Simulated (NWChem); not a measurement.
# C2H4Cl2 (1,2-dichloroethane): levels of theory compared

We compute a comparison of 6 runs (HF/6-31G*, M06-2X/6-31G*, PBE0/6-31G*, SVWN5/6-31G*, MP2/6-31G*, CCSD(T)/6-31G*) of C2H4Cl2 (1,2-dichloroethane). 

The results are computed with NWChem 7.3.0.

3 further runs of the same task are left out: 2 that didn't finish, 1 set aside as unsound or not needed.

## 1. Starting point

C2H4Cl2: 8 atoms, total charge 0, spin state singlet. SMILES: `ClCCCl`. The C2–C3 distance was set to 2.707 Å, away from the relaxed value. At this shape a bond of the SMILES string is far longer than usual.

Bond lengths: Cl1–C2 1.776 Å, C3–Cl4 1.776 Å, C2–H5 1.091 Å, C2–H6 1.089 Å, C3–H7 1.091 Å, C3–H8 1.089 Å. Angles: Cl1–C2–H5 107.0°, Cl1–C2–H6 107.4°, Cl4–C3–H7 107.0°, Cl4–C3–H8 107.4°, H5–C2–H6 109.3°, H7–C3–H8 109.3°.

## 2. A single-point energy at HF/6-31G(d) (spherical functions) (run 1)

Contents of job.nw:

```
start job
title "C2H4Cl2 hf"
memory 2200 mb

geometry units au noautosym nocenter noautoz
  Cl    -5.51033367     1.68871218    -0.20911520
  C     -2.52341366     2.47366661     1.10471688
  C      1.18599212    -0.70214664    -0.41997273
  Cl     0.81700419    -3.80010696     0.81709868
  H     -2.07602100     4.38907412     0.48503789
  H     -2.72640804     2.45289852     3.15268868
  H      3.00375747     0.00336371     0.25152255
  H      1.23493602    -0.85959862    -2.47145941
end

basis spherical bse
  * library 6-31G*
end

scf
  thresh 1e-08
  maxiter 80
end

task scf
```

Command:

```
$ nwchem job.nw > job.out
```

The program printed:

```text
[...]
  functions       =    72
[...]
  wavefunction    = RHF
[...]
         Total SCF energy =   -996.837911733217
      One-electron energy =  -1715.590914425567
      Two-electron energy =    547.514250414567
 Nuclear repulsion energy =    171.238752277784
        Time for solution =      6.9s
[...]
```

Run time: 7.8 s. Hardware: 1 thread of Intel Xeon 6975P-C (Granite Rapids), shared host; peak memory 0.1 GiB.

## 3. The energy at M06-2X/6-31G(d) (spherical functions) (run 2)

Contents of run.py:

```python
from ase import Atoms
from ase.calculators.nwchem import NWChem

system = Atoms(['Cl', 'C', 'C', 'Cl', 'H', 'H', 'H', 'H'], positions=[
    [-2.915943, 0.893628, -0.110659],
    [-1.335333, 1.309008, 0.584591],
    [0.627600, -0.371560, -0.222240],
    [0.432340, -2.010930, 0.432390],
    [-1.098583, 2.322598, 0.256671],
    [-1.442753, 1.298018, 1.668331],
    [1.589520, 0.001780, 0.133100],
    [0.653500, -0.454880, -1.307840],
])

calc = NWChem(
    label='c2h4cl2',
    theory='dft',
    memory='2200 mb',
    basis='6-31G*',
    basispar='spherical bse',
    dft={'xc': 'm06-2x', 'mult': '1', 'grid': 'xfine', 'convergence': 'energy 1e-08', 'iterations': '100', 'mulliken': None},
    task='energy',
)
system.calc = calc

print("Total energy (eV):", round(system.get_potential_energy(), 6))
print("dipole (e A):", system.get_dipole_moment().round(4))
```

Command:

```
$ export ASE_NWCHEM_COMMAND="nwchem PREFIX.nwi > PREFIX.nwo"
$ python run.py
```

The program printed:

```text
Total energy (eV): -27176.988149
dipole (e A): [0.328  0.3796 0.0075]
```

The calculator wrote c2h4cl2.nwi:

```
title "c2h4cl2"

permanent_dir c2h4cl2

scratch_dir c2h4cl2

start c2h4cl2

geometry units angstrom nocenter noautosym noautoz
  Cl -2.9159430000000000e+00 8.9362799999999998e-01 -1.1065899999999999e-01
  C  -1.3353330000000001e+00 1.3090079999999999e+00 5.8459099999999997e-01
  C  6.2760000000000005e-01 -3.7156000000000000e-01 -2.2223999999999999e-01
  Cl 4.3234000000000000e-01 -2.0109300000000001e+00 4.3239000000000000e-01
  H  -1.0985830000000001e+00 2.3225980000000002e+00 2.5667099999999998e-01
  H  -1.4427530000000000e+00 1.2980179999999999e+00 1.6683310000000000e+00
  H  1.5895200000000000e+00 1.7799999999999999e-03 1.3310000000000000e-01
  H  6.5349999999999997e-01 -4.5488000000000001e-01 -1.3078399999999999e+00
end

memory 2200 mb

basis spherical bse noprint
   * library 6-31G*
end

dft
  xc m06-2x
  mult 1
  grid xfine
  convergence energy 1e-08
  iterations 100
  mulliken
end

task dft energy
```

c2h4cl2.nwo, shortened:

```text
[...]
      One electron energy =    -1716.197079160044
[... 1 line left out ...]
    Exchange-Corr. energy =      -68.575022769700
[... 6 lines left out ...]
                       DFT Final Molecular Orbital Analysis
[... 527 lines left out ...]
     -------------------------------------------
[...]
```

It took 21 s on 1 thread of Intel Xeon 6975P-C (Granite Rapids), shared host; peak memory 0.14 GiB.

Runs 3 to 5 aren't shown in full; the table further down has their settings and results.

## 4. A single-point energy at CCSD(T)/6-31G(d) (spherical functions) (run 6)

Contents of c2h4cl2.nw:

```
start c2h4cl2
title "C2H4Cl2 ccsd(t)"
memory stack 880 mb heap 220 mb global 1100 mb
geometry noautosym nocenter noautoz
 Cl      -2.915943       0.893628      -0.110659
 C       -1.335333       1.309008       0.584591
 C        0.627600      -0.371560      -0.222240
 Cl       0.432340      -2.010930       0.432390
 H       -1.098583       2.322598       0.256671
 H       -1.442753       1.298018       1.668331
 H        1.589520       0.001780       0.133100
 H        0.653500      -0.454880      -1.307840
end
basis spherical bse
 * library 6-31G*
end
scf
 thresh 1e-08
 maxiter 80
end
ccsd
 freeze core 12
 maxiter 60
end
task ccsd(t) energy
```

Command:

```
$ nwchem c2h4cl2.nw > c2h4cl2.out
```

The program printed:

```text
[...]
  functions       =    72
[...]
  wavefunction    = RHF
[...]
         Total SCF energy =   -996.837911774664
      One-electron energy =  -1715.590938971351
      Two-electron energy =    547.514262542774
 Nuclear repulsion energy =    171.238764653914
        Time for solution =      6.8s
[...]
 Total MP2 energy:           -997.380829936866462
[...]
             energy      energy      error      ampl     ampl      Block
                                                time     time      time
[...]
 Total CCSD energy:           -997.433607574603457
[...]
 Total CCSD+T(CCSD) energy:           -997.462332191720293
[...]
 Total CCSD(T) energy:                -997.460867662590772
[...]
```

It took 53 s on 1 thread of Intel Xeon 6975P-C (Granite Rapids), shared host; peak memory 0.18 GiB.

## 5. All runs side by side

```
run                                 level  iteration cap   module  energy (Eh)  dipole moment (D)  HOMO energy (eV)  LUMO energy (eV)  wall time
  1       HF/6-31G* (spherical functions)             80      scf  -996.837912               2.74             -8.77              0.51      7.8 s
  2   M06-2X/6-31G* (spherical functions)            100      dft  -998.735901               2.41             -7.65             -2.10       21 s
  3     PBE0/6-31G* (spherical functions)            100      dft  -998.425218               2.33             -6.71             -2.88       17 s
  4    SVWN5/6-31G* (spherical functions)            100      dft  -995.108678               2.16             -5.75             -3.63       10 s
  5      MP2/6-31G* (spherical functions)             80      mp2  -997.380830                  –             -8.77              0.51      8.7 s
  6  CCSD(T)/6-31G* (spherical functions)             80  ccsd(t)  -997.460868                  –             -8.77              0.51       53 s
```

## 6. Outcome

```
                                           quantity          value
                                run 6: total energy  -997.46087 Eh
         run 6: HOMO energy (Hartree–Fock orbitals)       -8.77 eV
         run 6: LUMO energy (Hartree–Fock orbitals)        0.51 eV
       run 6: HOMO–LUMO gap (Hartree–Fock orbitals)        9.28 eV
run 6: correlation energy (12 core orbitals frozen)     -623.0 mEh
                              run 6: (T) correction     -27.26 mEh
```

What this shows: Below the HF energy at the same shape and in the same basis (6-31G*): MP2 -542.9 mEh; CCSD(T) -623.0 mEh. Over runs 1, 2, 3, 4 the dipole moment (its size) runs from 2.16 D (SVWN5/6-31G*) to 2.74 D (HF/6-31G*). Over runs 1, 2, 3, 4 the HOMO–LUMO gap runs from 2.13 eV (SVWN5/6-31G*) to 9.28 eV (HF/6-31G*). Exact exchange widens orbital gaps. Totals of different functionals can't be ranked against each other. In runs 1, 2, 3, 4, 5, 6 a closed-shell determinant meets a far-stretched bond, which it describes badly. All runs together took 2 min, the longest 53 s.
